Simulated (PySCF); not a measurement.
Dipole moment and polarisability of `CO[C@@H]1C=C1F`

Compound: C4H5FO.
SMILES with atom numbers: `[CH3:1][O:2][C@@H:3]1[CH:4]=[C:5]1[F:6]` (hydrogens: H7, H8, H9 on C1; H10 on C3; H11 on C4)

Cartesian coordinates in Å at the GFN2-xTB level; atoms count from 1:
```xyz
11
C4H5FO angstrom
C      1.629   -0.612    0.107
O      0.712    0.046   -0.740
C     -0.332    0.657   -0.045
C     -1.561   -0.153    0.360
C     -1.677    0.656   -0.649
F     -2.424    1.181   -1.594
H      2.407   -1.016   -0.537
H      1.145   -1.427    0.656
H      2.072    0.087    0.825
H      0.005    1.479    0.591
H     -1.971   -0.895    0.999
```

Level: CAM-B3LYP/def2-SVPD (PySCF), static field, nuclei fixed, core orbitals frozen in the response. The polarisability tensor in these axes (au):

```
x   58.52 -2.91  3.00
y   -2.91 46.79 -4.94
z    3.00 -4.94 47.59
```

Problem. Diagonalise the tensor; give its mean and Δα, where Δα² is half the sum of the squared differences of the eigenvalues.

Solution. Principal values 42.23, 50.08 and 60.59 au; mean 50.97 au = 7.55 Å³ = 8.40 × 10⁻⁴⁰ C²·m²/J; Δα = 15.96 au (31 % of the mean).

Problem. What is the dipole moment, and where does it point?

Solution. (0.46, -0.82, 2.31) D, 2.49 D in size, pointing from the negative to the positive side. Measured along this direction, the outermost atoms are F6 at the negative end and H8 at the positive end.

Problem. What molar refraction does this α imply?

Solution. Lorentz–Lorenz: R = (4π/3)N_A α = 2.5225 cm³/(mol·Å³) × 7.55 Å³ = 19.1 cm³/mol, in the limit of long wavelengths.

Problem. Sum over states: ᾱ = Σ f/ω², ω in Eh. What share falls to these 8 lowest TDDFT singlets (eV, f)? 6.72, 0.0042; 7.04, 0.0304; 7.38, 0.0340; 7.47, 0.0140; 7.55, 0.0489; 8.12, 0.0066; 8.22, 0.0356; 8.31, 0.0173.

Solution. They add up to 2.45 au, 4.8 % of the 50.97 au; the largest single term is 0.63 au, from the state at 7.55 eV. Terms in order: 0.07, 0.45, 0.46, 0.19, 0.63, 0.07, 0.39, 0.19 au. Higher excitations give the rest. The strengths listed sum to 0.191.

Problem. What depolarisation ratio follows for Rayleigh scattering of linearly polarised light, taking the static tensor?

Solution. ρ = 3Δα²/(45ᾱ² + 4Δα²) = 764.1/(116899 + 1018.7) = 0.00648.

Problem. Find the Langevin capture rate constant for NH4+ (18.034 u) meeting this molecule (88.032 u), k = 2.342 × 10⁻⁹ cm³/s × √(α in Å³ / reduced mass in u).

Solution. The reduced mass is 14.97 u, so k = 1.66 × 10⁻⁹ cm³/s. The formula leaves out the permanent dipole, which adds to the capture rate.

Problem. Give the principal axes and the span of the nuclei along them.

Solution. Largest value along (0.90, -0.30, 0.32), where the nuclei span 5.34 Å; middle along (-0.44, -0.60, 0.66), 2.91 Å; least along (0.01, 0.74, 0.68), 2.58 Å. The response follows the extents in order.

One conformer (not necessarily the lowest) at the GFN2-xTB geometry, without solvent, vibrations or thermal averaging.

These values come from a run that also computed excited states. The run took 34 s of wall time on one thread, Arm Neoverse N1, no GPU, on a shared host.
